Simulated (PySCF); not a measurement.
## Argon: a sound run and one with changed settings

Sound run: Ar [Ar], Ar⁺ [Ne] 3s2 3p5. Computed with PySCF 2.14 in cc-pVDZ-DK (4s3p1d, 18 functions), with scalar relativity by spin-free X2C-1e. The sound run starts from symmetry-adapted Hartree-Fock orbitals and uses a fine grid where one is needed.

Changed run: radial step 0.8 in ln r (0.13 in the sound run). This setting is unsound on purpose.

```csv
species,method,sound run (hartree),changed run (hartree),converged
Ar,UHF,-528.60601,-528.60601,yes
Ar,BP86,-529.39773,-529.48431,yes
Ar,M06-L,-529.33188,-529.38094,yes
Ar⁺,UHF,-528.06731,-528.06731,yes
Ar⁺,BP86,-528.81670,-528.87556,yes
Ar⁺,M06-L,-528.74386,-528.77656,yes
```

Ionisation energy of Ar:

```csv
method,sound run (eV),changed run (eV)
UHF,14.659,14.659
BP86,15.811,16.565
M06-L,16.001,16.446
```

A coarse radial grid mis-integrates the density and the exchange-correlation energy, with errors of either sign; Hartree-Fock needs no grid.

For comparison, NIST gives 15.760 eV between the lowest levels.
